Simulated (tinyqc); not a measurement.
Worked calculation: UHF in the sto-3g basis, for H2O, spin multiplicity 1. One step of it, computed by the program tinyqc.

Task: Iteration 2: building the Fock matrix. J_ij = sum D_kl (ij|kl) with D = D(alpha) + D(beta), K_ij = sum D_kl (ik|jl) for each spin; F = H + J - K(s); E = tr D H + tr D J / 2 - 0.5 sum_s tr D(s) K(s) + E_nn.

D(alpha) after iteration 1, lower triangle:
```
            1O 1s      1O 2s     1O 2px     1O 2py    1O 2pz      2H 1s     3H 1s
1O 1s    1.049848
1O 2s   -0.210152   0.899662
1O 2px   0.000000   0.000000   0.673271
1O 2py   0.000000   0.000000  -0.350402   0.712402
1O 2pz   0.046245  -0.212761   0.000000   0.000000  0.748426
2H 1s   -0.030702   0.080041   0.320426   0.083445  0.198647   0.389189
3H 1s   -0.030702   0.080041  -0.320426  -0.083445  0.198647  -0.209600  0.389189
```

D(beta) after iteration 1, lower triangle:
```
            1O 1s      1O 2s     1O 2px     1O 2py    1O 2pz      2H 1s     3H 1s
1O 1s    1.049848
1O 2s   -0.210152   0.899662
1O 2px   0.000000   0.000000   0.673271
1O 2py   0.000000   0.000000   0.350402   0.712402
1O 2pz   0.046245  -0.212761   0.000000   0.000000  0.748426
2H 1s   -0.030702   0.080041  -0.320426   0.083445  0.198647   0.389189
3H 1s   -0.030702   0.080041   0.320426  -0.083445  0.198647  -0.209600  0.389189
```

core Hamiltonian H = T + V (hartree), lower triangle:
```
             1O 1s      1O 2s     1O 2px     1O 2py     1O 2pz      2H 1s      3H 1s
1O 1s   -32.424201
1O 2s    -7.542571  -9.051823
1O 2px    0.000000   0.000000  -7.220409
1O 2py    0.000000   0.000000   0.000000  -7.296915
1O 2pz   -0.009527  -0.119182   0.000000   0.000000  -7.257857
2H 1s    -0.758806  -1.969832   0.000000  -1.262079  -0.905653  -3.919966
3H 1s    -0.758806  -1.969832   0.000000   1.262079  -0.905653  -0.508997  -3.919966
```

Two-electron integrals (ij|kl) in chemists' order, unique and non-zero (hartree):
```
(11|11) 4.785065    (21|11) 0.741380    (21|21) 0.136873    (22|11) 1.118947
(22|21) 0.256633    (22|22) 0.817206    (31|31) 0.024477    (32|31) 0.037809
(32|32) 0.180518    (33|11) 1.115814    (33|21) 0.256684    (33|22) 0.817023
(33|33) 0.880159    (41|41) 0.024477    (42|41) 0.037809    (42|42) 0.180518
(43|43) 0.047444    (44|11) 1.115814    (44|21) 0.256684    (44|22) 0.817023
(44|33) 0.785270    (44|44) 0.880159    (51|51) 0.024477    (52|51) 0.037809
(52|52) 0.180518    (53|53) 0.047444    (54|54) 0.047444    (55|11) 1.115814
(55|21) 0.256684    (55|22) 0.817023    (55|33) 0.785270    (55|44) 0.785270
(55|55) 0.880159    (61|11) 0.074682    (61|21) 0.013689    (61|22) 0.025562
(61|33) 0.025516    (61|41) 0.000490    (61|42) 0.000932    (61|44) 0.025613
(61|51) 0.000343    (61|52) 0.000652    (61|54) 0.000068    (61|55) 0.025563
(61|61) 0.001385    (62|11) 0.212157    (62|21) 0.049404    (62|22) 0.178153
(62|33) 0.174957    (62|41) 0.003005    (62|42) 0.024653    (62|44) 0.181273
(62|51) 0.002103    (62|52) 0.017248    (62|54) 0.004419    (62|55) 0.178048
(62|61) 0.005045    (62|62) 0.051411    (63|31) 0.004781    (63|32) 0.029218
(63|43) 0.004895    (63|53) 0.003424    (63|63) 0.006742    (64|11) 0.136166
(64|21) 0.032081    (64|22) 0.123609    (64|33) 0.118263    (64|41) 0.006457
(64|42) 0.045030    (64|44) 0.132151    (64|51) 0.001173    (64|52) 0.011062
(64|54) 0.006292    (64|55) 0.120269    (64|61) 0.003394    (64|62) 0.043451
(64|64) 0.043088    (65|11) 0.095266    (65|21) 0.022445    (65|22) 0.086480
(65|33) 0.082740    (65|41) 0.001173    (65|42) 0.011062    (65|44) 0.085608
(65|51) 0.005601    (65|52) 0.036958    (65|54) 0.006901    (65|55) 0.090992
(65|61) 0.002374    (65|62) 0.030400    (65|64) 0.025429    (65|65) 0.024533
(66|11) 0.400686    (66|21) 0.094758    (66|22) 0.394014    (66|33) 0.380109
(66|41) 0.006375    (66|42) 0.074438    (66|44) 0.407840    (66|51) 0.004460
(66|52) 0.052079    (66|54) 0.019401    (66|55) 0.393682    (66|61) 0.009716
(66|62) 0.154434    (66|64) 0.149394    (66|65) 0.104520    (66|66) 0.774606
(71|11) 0.074682    (71|21) 0.013689    (71|22) 0.025562    (71|33) 0.025516
(71|41) -0.000490   (71|42) -0.000932   (71|44) 0.025613    (71|51) 0.000343
(71|52) 0.000652    (71|54) -0.000068   (71|55) 0.025563    (71|61) 0.001364
(71|62) 0.004882    (71|64) 0.003054    (71|65) 0.002301    (71|66) 0.009356
(71|71) 0.001385    (72|11) 0.212157    (72|21) 0.049404    (72|22) 0.178153
(72|33) 0.174957    (72|41) -0.003005   (72|42) -0.024653   (72|44) 0.181273
(72|51) 0.002103    (72|52) 0.017248    (72|54) -0.004419   (72|55) 0.178048
(72|61) 0.004882    (72|62) 0.039181    (72|64) 0.023412    (72|65) 0.022443
(72|66) 0.092280    (72|71) 0.005045    (72|72) 0.051411    (73|31) 0.004781
(73|32) 0.029218    (73|43) -0.004895   (73|53) 0.003424    (73|63) 0.004899
(73|73) 0.006742    (74|11) -0.136166   (74|21) -0.032081   (74|22) -0.123609
(74|33) -0.118263   (74|41) 0.006457    (74|42) 0.045030    (74|44) -0.132151
(74|51) -0.001173   (74|52) -0.011062   (74|54) 0.006292    (74|55) -0.120269
(74|61) -0.003054   (74|62) -0.023412   (74|64) -0.009543   (74|65) -0.013207
(74|66) -0.052636   (74|71) -0.003394   (74|72) -0.043451   (74|74) 0.043088
(75|11) 0.095266    (75|21) 0.022445    (75|22) 0.086480    (75|33) 0.082740
(75|41) -0.001173   (75|42) -0.011062   (75|44) 0.085608    (75|51) 0.005601
(75|52) 0.036958    (75|54) -0.006901   (75|55) 0.090992    (75|61) 0.002301
(75|62) 0.022443    (75|64) 0.013207    (75|65) 0.017565    (75|66) 0.057133
(75|71) 0.002374    (75|72) 0.030400    (75|74) -0.025429   (75|75) 0.024533
(76|11) 0.049845    (76|21) 0.011719    (76|22) 0.046114    (76|33) 0.045078
(76|44) 0.046015    (76|51) 0.000774    (76|52) 0.007693    (76|55) 0.047199
(76|61) 0.001183    (76|62) 0.013176    (76|64) 0.009812    (76|65) 0.008814
(76|66) 0.042275    (76|71) 0.001183    (76|72) 0.013176    (76|74) -0.009812
(76|75) 0.008814    (76|76) 0.004426    (77|11) 0.400686    (77|21) 0.094758
(77|22) 0.394014    (77|33) 0.380109    (77|41) -0.006375   (77|42) -0.074438
(77|44) 0.407840    (77|51) 0.004460    (77|52) 0.052079    (77|54) -0.019401
(77|55) 0.393682    (77|61) 0.009356    (77|62) 0.092280    (77|64) 0.052636
(77|65) 0.057133    (77|66) 0.246334    (77|71) 0.009716    (77|72) 0.154434
(77|74) -0.149394   (77|75) 0.104520    (77|76) 0.042275    (77|77) 0.774606
```

nuclear repulsion = 6.71838277 hartree

Give: Coulomb J; exchange K(alpha); exchange K(beta); F(alpha); F(beta); total energy of this density.

Result:

Coulomb J (hartree), lower triangle:
```
          1O 1s   1O 2s  1O 2px   1O 2py  1O 2pz   2H 1s   3H 1s
1O 1s   17.1416
1O 2s    3.2220  7.9938
1O 2px   0.0000  0.0000  7.9468
1O 2py   0.0000  0.0000  0.0000   8.0145
1O 2pz  -0.0104  0.0050  0.0000   0.0000  7.9968
2H 1s    0.3225  1.7437  0.0000   1.2176  0.8571  4.1411
3H 1s    0.3225  1.7437  0.0000  -1.2176  0.8571  0.4591  4.1411
```

exchange K(alpha) (hartree), lower triangle:
```
         1O 1s    1O 2s   1O 2px   1O 2py  1O 2pz   2H 1s   3H 1s
1O 1s   4.8835
1O 2s   0.8278   1.2528
1O 2px  0.0000   0.0000   0.8504
1O 2py  0.0000   0.0000  -0.2129   0.9670
1O 2pz  0.0014  -0.0813   0.0000   0.0000  0.9942
2H 1s   0.0866   0.3296   0.0648   0.2328  0.1835  0.4664
3H 1s   0.0866   0.3296  -0.0648  -0.2328  0.1835  0.0506  0.4664
```

exchange K(beta) (hartree), lower triangle:
```
         1O 1s    1O 2s   1O 2px   1O 2py  1O 2pz   2H 1s   3H 1s
1O 1s   4.8835
1O 2s   0.8278   1.2528
1O 2px  0.0000   0.0000   0.8504
1O 2py  0.0000   0.0000   0.2129   0.9670
1O 2pz  0.0014  -0.0813   0.0000   0.0000  0.9942
2H 1s   0.0866   0.3296  -0.0648   0.2328  0.1835  0.4664
3H 1s   0.0866   0.3296   0.0648  -0.2328  0.1835  0.0506  0.4664
```

F(alpha) (hartree), lower triangle:
```
           1O 1s    1O 2s   1O 2px   1O 2py   1O 2pz    2H 1s    3H 1s
1O 1s   -20.1661
1O 2s    -5.1483  -2.3108
1O 2px    0.0000   0.0000  -0.1240
1O 2py    0.0000   0.0000   0.2129  -0.2494
1O 2pz   -0.0213  -0.0329   0.0000   0.0000  -0.2552
2H 1s    -0.5229  -0.5558  -0.0648  -0.2772  -0.2320  -0.2453
3H 1s    -0.5229  -0.5558   0.0648   0.2772  -0.2320  -0.1005  -0.2453
```

F(beta) (hartree), lower triangle:
```
           1O 1s    1O 2s   1O 2px   1O 2py   1O 2pz    2H 1s    3H 1s
1O 1s   -20.1661
1O 2s    -5.1483  -2.3108
1O 2px    0.0000   0.0000  -0.1240
1O 2py    0.0000   0.0000  -0.2129  -0.2494
1O 2pz   -0.0213  -0.0329   0.0000   0.0000  -0.2552
2H 1s    -0.5229  -0.5558   0.0648  -0.2772  -0.2320  -0.2453
3H 1s    -0.5229  -0.5558  -0.0648   0.2772  -0.2320  -0.1005  -0.2453
```

total energy of this density = -74.551701 hartree

This density is a damped mixture and is not idempotent.
